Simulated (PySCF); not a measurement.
**AlCl: from HF to coupled cluster**

Aim: at the PBE0 minimum of singlet AlCl, found before, compare methods on energies and levels.

Computed with PySCF 2.14.0. Level: several methods, basis Al def2-TZVPD, Cl def2-TZVPD, no relativity, density fitting.

### Step 1. Where the work starts

2 atoms, charge 0, spin multiplicity 1.

Bond lengths: Al1–Cl2 2.147 Å.

```xyz
2
charge 0 multiplicity 1
Al    0.0000    0.0000   -1.2120
Cl    0.0000    0.0000    0.9352
```

### Step 2. PBE0

The steps are one call of a driver around PySCF; scf.py gives each level's set-up. Each SCF starts from the density of the minimum. The driver also runs the species with one electron less or more at the same geometry (one less: multiplicity 2, one more: multiplicity 2); their logs are not shown.

Input file scf.py:

```python
from pyscf import gto, scf, dft
mol = gto.M(atom='''
Al    -0.000000     0.000000    -1.212006
Cl     0.000000    -0.000000     0.935169''',
    basis={'Al': 'def2-TZVPD', 'Cl': 'def2-TZVPD'},
    charge=0, spin=0)
mf = dft.RKS(mol, xc='PBE0')
mf.grids.atom_grid = (75, 302)
aux = {'Al': 'def2-universal-JKFIT', 'Cl': 'def2-universal-JKFIT'}
mf = mf.density_fit(auxbasis=aux)
mf.conv_tol = 1e-08
mf.diis_space = 10
mf.max_cycle = 60
mf.verbose = 4
mf.kernel()
```

Run with:

```bash
OMP_NUM_THREADS=1 python axn.py task.json out
```

The log of the run:

```text
init E= -702.436661292349
  HOMO = -0.258169364747211  LUMO = -0.0620418252233916  gap/eV = 5.33690
cycle= 1 E= -702.436661292344  delta_E= 5.91e-12  |g|= 7.43e-06  |ddm|= 1.15e-05
  HOMO = -0.258169688295585  LUMO = -0.062042355449781  gap/eV = 5.33690
Extra cycle  E= -702.436661292337  delta_E= 6.14e-12  |g|= 9.26e-06  |ddm|= 1.43e-05
converged SCF energy = -702.436661292337
```

This level, with the species of one electron less or more, ran for 1.1 s (1 thread of Intel Xeon 6975P-C (Granite Rapids), shared host).

| Property | Result |
| --- | --- |
| energy | -702.436661 Eh |
| one electron less (charge +1) | -702.097138 Eh (doublet, ⟨S²⟩ 0.75) |
| one electron more (charge -1) | -702.438109 Eh (doublet, ⟨S²⟩ 0.76) |
| Mulliken charge of Al1 | +0.24 e |

### Step 3. HF

scf.py, as its differences from that of step 2:

```diff
@@ -7,2 +7 @@
-mf = dft.RKS(mol, xc='PBE0')
-mf.grids.atom_grid = (75, 302)
+mf = scf.RHF(mol)
```

The log of the run:

```text
init E= -701.487679998243
  HOMO = -0.324074988122224  LUMO = 0.0360522206585148  gap/eV = 9.79956
cycle= 1 E= -701.498493109725  delta_E= -0.0108  |g|= 0.0377  |ddm|= 0.203
  HOMO = -0.331285785818054  LUMO = 0.0312927885644522  gap/eV = 9.86627
cycle= 2 E= -701.498842015415  delta_E= -0.000349  |g|= 0.00743  |ddm|= 0.0371
  HOMO = -0.331418902416996  LUMO = 0.0313487699825346  gap/eV = 9.87141
cycle= 3 E= -701.498883450811  delta_E= -4.14e-05  |g|= 0.00262  |ddm|= 0.0188
  HOMO = -0.331700010882976  LUMO = 0.0311568038474601  gap/eV = 9.87384
cycle= 4 E= -701.498888320154  delta_E= -4.87e-06  |g|= 0.000853  |ddm|= 0.00615
  HOMO = -0.331592031339838  LUMO = 0.0312333259015605  gap/eV = 9.87298
cycle= 5 E= -701.498889144458  delta_E= -8.24e-07  |g|= 0.000221  |ddm|= 0.00345
  HOMO = -0.331573231297995  LUMO = 0.0312308786065754  gap/eV = 9.87240
cycle= 6 E= -701.498889186395  delta_E= -4.19e-08  |g|= 7.07e-05  |ddm|= 0.000544
  HOMO = -0.331568429078672  LUMO = 0.0312310231418301  gap/eV = 9.87228
cycle= 7 E= -701.498889188979  delta_E= -2.58e-09  |g|= 1.32e-05  |ddm|= 0.000113
  HOMO = -0.331568755153516  LUMO = 0.0312301416478847  gap/eV = 9.87226
Extra cycle  E= -701.498889189061  delta_E= -8.16e-11  |g|= 5.01e-06  |ddm|= 2.44e-05
converged SCF energy = -701.498889189061
```

This level, with the species of one electron less or more, took 0.5 s.

| Quantity | Value |
| --- | --- |
| energy | -701.498889 Eh |
| one electron less (charge +1) | -701.192104 Eh (doublet, ⟨S²⟩ 0.76) |
| one electron more (charge -1) | -701.483627 Eh (doublet, ⟨S²⟩ 0.78) |
| Mulliken charge of Al1 | +0.34 e |

### Step 4. PBE

scf.py, as its differences from that of step 3:

```diff
@@ -7 +7,2 @@
-mf = scf.RHF(mol)
+mf = dft.RKS(mol, xc='PBE')
+mf.grids.atom_grid = (75, 302)
```

The log of the run:

```text
init E= -702.378266124708
  HOMO = -0.22392756534483  LUMO = -0.0889004779883913  gap/eV = 3.67427
cycle= 1 E= -702.379751932185  delta_E= -0.00149  |g|= 0.0248  |ddm|= 0.129
  HOMO = -0.22326587751634  LUMO = -0.0870981273323787  gap/eV = 3.70531
cycle= 2 E= -702.379367888261  delta_E= 0.000384  |g|= 0.0435  |ddm|= 0.0624
  HOMO = -0.223806516261394  LUMO = -0.0881679773942773  gap/eV = 3.69091
cycle= 3 E= -702.379928456442  delta_E= -0.000561  |g|= 0.00344  |ddm|= 0.04
  HOMO = -0.223786681433786  LUMO = -0.0881838844009449  gap/eV = 3.68994
cycle= 4 E= -702.379929488327  delta_E= -1.03e-06  |g|= 0.000277  |ddm|= 0.00158
  HOMO = -0.223836971157954  LUMO = -0.0882353936495181  gap/eV = 3.68991
cycle= 5 E= -702.379929504733  delta_E= -1.64e-08  |g|= 0.000151  |ddm|= 0.000572
  HOMO = -0.223821455736775  LUMO = -0.0882203535761903  gap/eV = 3.68989
cycle= 6 E= -702.379929512071  delta_E= -7.34e-09  |g|= 3.13e-05  |ddm|= 0.000173
  HOMO = -0.223820109296597  LUMO = -0.0882186713943389  gap/eV = 3.68990
Extra cycle  E= -702.379929511781  delta_E= 2.9e-10  |g|= 4.51e-05  |ddm|= 7.51e-05
converged SCF energy = -702.379929511781
```

This level, with the species of one electron less or more, took 3.2 s.

| Item | Value |
| --- | --- |
| energy | -702.379930 Eh |
| one electron less (charge +1) | -702.041822 Eh (doublet, ⟨S²⟩ 0.75) |
| one electron more (charge -1) | -702.380233 Eh (doublet, ⟨S²⟩ 0.76) |
| Mulliken charge of Al1 | +0.20 e |

### Step 5. CCSD(T)

scf.py, as its differences from that of step 4:

```diff
@@ -7,2 +7 @@
-mf = dft.RKS(mol, xc='PBE')
-mf.grids.atom_grid = (75, 302)
+mf = scf.RHF(mol)
@@ -15,0 +15,3 @@
+from pyscf import cc
+mycc = cc.CCSD(mf, frozen=10).run()
+mycc.ccsd_t()
```

The SCF cycles repeat those of step 3.

The log of the run:

```text
CCSD nocc = 5, nmo = 79
Init t2, MP2 energy = -701.73811502537  E_corr(MP2) -0.239225836308746
RCCSD converged
E(RCCSD) = -701.765713032322  E_corr = -0.2668238432610683
RCCSD(T) correction = -0.0113963316850735
```

This level, with the species of one electron less or more, took 2.5 min.

* energy: -701.777109 Eh
* one electron less (charge +1): -701.435351 Eh (doublet, ⟨S²⟩ 0.76)
* one electron more (charge -1): -701.772818 Eh (doublet, ⟨S²⟩ 0.78)
* MP2 correlation in its own fitting basis (same spin, opposite spin): -0.23925 Eh (-0.05602, -0.18323)
* CCSD, (T): -0.26682, -0.01140 Eh; T1 0.012, D1 0.025

### Step 6. r2SCAN

scf.py, as its differences from that of step 5:

```diff
@@ -7 +7,2 @@
-mf = scf.RHF(mol)
+mf = dft.RKS(mol, xc='R2SCAN')
+mf.grids.atom_grid = (90, 434)
@@ -15,3 +15,0 @@
-from pyscf import cc
-mycc = cc.CCSD(mf, frozen=10).run()
-mycc.ccsd_t()
```

The log of the run:

```text
init E= -702.639440405144
  HOMO = -0.22887967451188  LUMO = -0.0823977486621799  gap/eV = 3.98598
cycle= 1 E= -702.639969459631  delta_E= -0.000529  |g|= 0.0141  |ddm|= 0.129
  HOMO = -0.229328935053125  LUMO = -0.0828370033623441  gap/eV = 3.98625
cycle= 2 E= -702.639920689303  delta_E= 4.88e-05  |g|= 0.0183  |ddm|= 0.0313
  HOMO = -0.229519508582737  LUMO = -0.0831912831755729  gap/eV = 3.98179
cycle= 3 E= -702.640016725195  delta_E= -9.6e-05  |g|= 0.00291  |ddm|= 0.0189
  HOMO = -0.22940351914707  LUMO = -0.0830357201222569  gap/eV = 3.98287
cycle= 4 E= -702.640018207544  delta_E= -1.48e-06  |g|= 0.000748  |ddm|= 0.00256
  HOMO = -0.229428550032942  LUMO = -0.0830678515169817  gap/eV = 3.98268
cycle= 5 E= -702.640018364386  delta_E= -1.57e-07  |g|= 0.00011  |ddm|= 0.000579
  HOMO = -0.229412624640307  LUMO = -0.0830555176528957  gap/eV = 3.98258
cycle= 6 E= -702.640018367109  delta_E= -2.72e-09  |g|= 2.73e-05  |ddm|= 0.000251
  HOMO = -0.229416658979268  LUMO = -0.0830589022274211  gap/eV = 3.98260
Extra cycle  E= -702.640018367059  delta_E= 5.02e-11  |g|= 2.93e-05  |ddm|= 5.91e-05
converged SCF energy = -702.640018367059
```

This level, with the species of one electron less or more, ran for 8.3 s (1 thread of Intel Xeon 6975P-C (Granite Rapids), shared host).

- energy: -702.640018 Eh
- one electron less (charge +1): -702.306234 Eh (doublet, ⟨S²⟩ 0.75)
- one electron more (charge -1): -702.643502 Eh (doublet, ⟨S²⟩ 0.77)
- Mulliken charge of Al1: +0.27 e

### Step 7. B3LYP

scf.py, as its differences from that of step 6:

```diff
@@ -7,2 +7,2 @@
-mf = dft.RKS(mol, xc='R2SCAN')
-mf.grids.atom_grid = (90, 434)
+mf = dft.RKS(mol, xc='B3LYP')
+mf.grids.atom_grid = (75, 302)
```

The log of the run:

```text
init E= -702.741455449007
  HOMO = -0.252282289869097  LUMO = -0.0673252824611123  gap/eV = 5.03294
cycle= 1 E= -702.742447934561  delta_E= -0.000992  |g|= 0.0121  |ddm|= 0.137
  HOMO = -0.252100230425246  LUMO = -0.0675790531301412  gap/eV = 5.02108
cycle= 2 E= -702.742443026551  delta_E= 4.91e-06  |g|= 0.0109  |ddm|= 0.0175
  HOMO = -0.252296383799031  LUMO = -0.0675091813392419  gap/eV = 5.02832
cycle= 3 E= -702.742465019205  delta_E= -2.2e-05  |g|= 0.00222  |ddm|= 0.01
  HOMO = -0.252428621058627  LUMO = -0.0676416813815059  gap/eV = 5.02831
cycle= 4 E= -702.742466453238  delta_E= -1.43e-06  |g|= 0.000228  |ddm|= 0.00236
  HOMO = -0.25241893750507  LUMO = -0.067631124403005  gap/eV = 5.02833
cycle= 5 E= -702.742466459704  delta_E= -6.47e-09  |g|= 8.37e-05  |ddm|= 0.000148
  HOMO = -0.252422535659917  LUMO = -0.0676329077559613  gap/eV = 5.02838
Extra cycle  E= -702.74246645917  delta_E= 5.35e-10  |g|= 0.000102  |ddm|= 0.00019
converged SCF energy = -702.74246645917
```

This level, with the species of one electron less or more, took 2.8 s.

| Item | Value |
| --- | --- |
| energy | -702.742466 Eh |
| one electron less (charge +1) | -702.398815 Eh (doublet, ⟨S²⟩ 0.75) |
| one electron more (charge -1) | -702.740864 Eh (doublet, ⟨S²⟩ 0.76) |
| Mulliken charge of Al1 | +0.24 e |

### Step 8. TPSSh

scf.py, as its differences from that of step 7:

```diff
@@ -7,2 +7,2 @@
-mf = dft.RKS(mol, xc='B3LYP')
-mf.grids.atom_grid = (75, 302)
+mf = dft.RKS(mol, xc='TPSSH')
+mf.grids.atom_grid = (90, 434)
```

The log of the run:

```text
init E= -702.726874056871
  HOMO = -0.240387183180804  LUMO = -0.075762692324528  gap/eV = 4.47966
cycle= 1 E= -702.727097227531  delta_E= -0.000223  |g|= 0.00553  |ddm|= 0.0857
  HOMO = -0.239981488162822  LUMO = -0.0756544837230137  gap/eV = 4.47157
cycle= 2 E= -702.727100308573  delta_E= -3.08e-06  |g|= 0.0037  |ddm|= 0.0109
  HOMO = -0.239971096366393  LUMO = -0.0755918473619439  gap/eV = 4.47299
cycle= 3 E= -702.727103361339  delta_E= -3.05e-06  |g|= 0.000752  |ddm|= 0.00364
  HOMO = -0.240053499403125  LUMO = -0.0756486835840432  gap/eV = 4.47368
cycle= 4 E= -702.727103496173  delta_E= -1.35e-07  |g|= 0.000123  |ddm|= 0.000682
  HOMO = -0.24004710411614  LUMO = -0.0756450899035373  gap/eV = 4.47361
cycle= 5 E= -702.727103497646  delta_E= -1.47e-09  |g|= 3.29e-05  |ddm|= 0.000118
  HOMO = -0.240043280037625  LUMO = -0.0756415546642846  gap/eV = 4.47360
Extra cycle  E= -702.727103497355  delta_E= 2.91e-10  |g|= 4.53e-05  |ddm|= 7.61e-05
converged SCF energy = -702.727103497355
```

This level, with the species of one electron less or more, took 7.6 s.

- energy: -702.727103 Eh
- one electron less (charge +1): -702.390480 Eh (doublet, ⟨S²⟩ 0.75)
- one electron more (charge -1): -702.728957 Eh (doublet, ⟨S²⟩ 0.76)
- Mulliken charge of Al1: +0.25 e

### Step 9. wB97X

scf.py, as its differences from that of step 8:

```diff
@@ -7,2 +7,2 @@
-mf = dft.RKS(mol, xc='TPSSH')
-mf.grids.atom_grid = (90, 434)
+mf = dft.RKS(mol, xc='WB97X')
+mf.grids.atom_grid = (75, 302)
```

The log of the run:

```text
init E= -702.690198013413
  HOMO = -0.336017356304922  LUMO = 0.00766782851372871  gap/eV = 9.35215
cycle= 1 E= -702.691034143411  delta_E= -0.000836  |g|= 0.0135  |ddm|= 0.0924
  HOMO = -0.337132305478296  LUMO = 0.00664493668756541  gap/eV = 9.35466
cycle= 2 E= -702.691091238124  delta_E= -5.71e-05  |g|= 0.00752  |ddm|= 0.0255
  HOMO = -0.337134121091001  LUMO = 0.00691666306947541  gap/eV = 9.36210
cycle= 3 E= -702.691103548238  delta_E= -1.23e-05  |g|= 0.0018  |ddm|= 0.0068
  HOMO = -0.337219831638318  LUMO = 0.0069028549644105  gap/eV = 9.36406
cycle= 4 E= -702.69110530984  delta_E= -1.76e-06  |g|= 0.000258  |ddm|= 0.0045
  HOMO = -0.337210775860768  LUMO = 0.00691238605235541  gap/eV = 9.36407
cycle= 5 E= -702.691105368768  delta_E= -5.89e-08  |g|= 6.4e-05  |ddm|= 0.000957
  HOMO = -0.337207994658584  LUMO = 0.00691648601911836  gap/eV = 9.36410
cycle= 6 E= -702.691105372414  delta_E= -3.65e-09  |g|= 1.71e-05  |ddm|= 0.000199
  HOMO = -0.337205615720936  LUMO = 0.0069176374773249  gap/eV = 9.36407
Extra cycle  E= -702.69110537264  delta_E= -2.26e-10  |g|= 7.96e-06  |ddm|= 3.88e-05
converged SCF energy = -702.69110537264
```

This level, with the species of one electron less or more, took 3.1 s.

* energy: -702.691105 Eh
* one electron less (charge +1): -702.345815 Eh (doublet, ⟨S²⟩ 0.75)
* one electron more (charge -1): -702.688382 Eh (doublet, ⟨S²⟩ 0.76)
* Mulliken charge of Al1: +0.24 e

### Step 10. HSE06

scf.py, as its differences from that of step 9:

```diff
@@ -7 +7 @@
-mf = dft.RKS(mol, xc='WB97X')
+mf = dft.RKS(mol, xc='HSE06')
```

The log of the run:

```text
init E= -702.469866074983
  HOMO = -0.243967435748825  LUMO = -0.0754577831335979  gap/eV = 4.58538
cycle= 1 E= -702.469898230256  delta_E= -3.22e-05  |g|= 0.00352  |ddm|= 0.0188
  HOMO = -0.243879162518482  LUMO = -0.0754172275492527  gap/eV = 4.58408
cycle= 2 E= -702.46989843526  delta_E= -2.05e-07  |g|= 0.00169  |ddm|= 0.00291
  HOMO = -0.243863149834386  LUMO = -0.0753683684060028  gap/eV = 4.58498
cycle= 3 E= -702.469898763799  delta_E= -3.29e-07  |g|= 0.000974  |ddm|= 0.00216
  HOMO = -0.243885642547653  LUMO = -0.0754004903631222  gap/eV = 4.58471
cycle= 4 E= -702.469898997489  delta_E= -2.34e-07  |g|= 9.91e-05  |ddm|= 0.000911
  HOMO = -0.243886076719011  LUMO = -0.0753989707608474  gap/eV = 4.58477
cycle= 5 E= -702.469898999723  delta_E= -2.23e-09  |g|= 1.1e-05  |ddm|= 7.85e-05
  HOMO = -0.243887001406925  LUMO = -0.0753999928662966  gap/eV = 4.58477
Extra cycle  E= -702.469898999709  delta_E= 1.42e-11  |g|= 1.26e-05  |ddm|= 2.09e-05
converged SCF energy = -702.469898999709
```

This level, with the species of one electron less or more, ran for 3.4 s (1 thread of Intel Xeon 6975P-C (Granite Rapids), shared host).

- energy: -702.469899 Eh
- one electron less (charge +1): -702.130443 Eh (doublet, ⟨S²⟩ 0.75)
- one electron more (charge -1): -702.471103 Eh (doublet, ⟨S²⟩ 0.76)
- Mulliken charge of Al1: +0.24 e

### Step 11. Comparison of the levels

| level | atomisation energy (kJ/mol) | vertical ionisation energy (eV) | vertical electron affinity (eV) | −ε(HOMO) (eV) | gap (eV) | dipole (D) | wall time |
| --- | --- | --- | --- | --- | --- | --- | --- |
| PBE0 | 498 | 9.24 | 0.04 | 7.03 | 5.34 | 1.59 | 1.1 s |
| HF | 387 | 8.35 | -0.42 | 9.02 | 9.87 | 1.59 | 0.5 s |
| PBE | 506 | 9.20 | 0.01 | 6.09 | 3.69 | 1.52 | 3.2 s |
| CCSD(T) | 491 | 9.30 | -0.12 | – | – | – | 2.5 min |
| r2SCAN | 504 | 9.08 | 0.09 | 6.24 | 3.98 | 1.42 | 8.3 s |
| B3LYP | 491 | 9.35 | -0.04 | 6.87 | 5.03 | 1.69 | 2.8 s |
| TPSSh | 495 | 9.16 | 0.05 | 6.53 | 4.47 | 1.47 | 7.6 s |
| wB97X | 505 | 9.40 | -0.07 | 9.18 | 9.36 | 1.63 | 3.1 s |
| HSE06 | 497 | 9.24 | 0.03 | 6.64 | 4.58 | 1.61 | 3.4 s |

Times are for 1 thread of Intel Xeon 6975P-C (Granite Rapids), shared host; PBE0 starts from its own converged density, so its time is not comparable. A dash stands where a species or a free atom was not run at that level, or the quantity is not defined.

Atomisation goes to high-spin atoms in their ground configurations, run at the same level, without zero-point energy.

### Step 12. What came out

| quantity | value |
| --- | --- |
| atomisation energy, CCSD(T) in this basis | 491 kJ/mol |
| vertical ionisation energy, CCSD(T) | 9.30 eV |
| vertical electron affinity | negative in this basis |
| orbital gap, range | 3.69 (PBE) to 9.87 (HF) eV |
| T1, D1 | 0.012, 0.025 |
| T1, D1 of the cation | 0.018, 0.046 |
| T1, D1 of the anion | 0.018, 0.057 |

In atomisation energy the functionals lie from +0 kJ/mol (B3LYP) to +16 kJ/mol (PBE) against CCSD(T). In a basis of this size CCSD(T) binds too weakly, often by tens of kJ/mol, while functionals are nearer their limits, so this ranks no functional. HF lacks the correlation that pairing electrons in bonds brings, so it binds too weakly, by 104 kJ/mol even against this CCSD(T). Against CCSD(T), the vertical ionisation energy is best met by B3LYP (+0.05 eV) and worst by HF (-0.95 eV). CCSD(T) took 2.5 min, about 50 times as long as B3LYP (2.8 s), which misses it by 0.05 eV. A negative electron affinity (at CCSD(T)) reflects the basis more than the molecule, so no ranking is made on it. PBE's −ε(HOMO), 6.1 eV, falls 3.2 eV short of the ionisation energy, while its energy difference gives 9.2 eV.
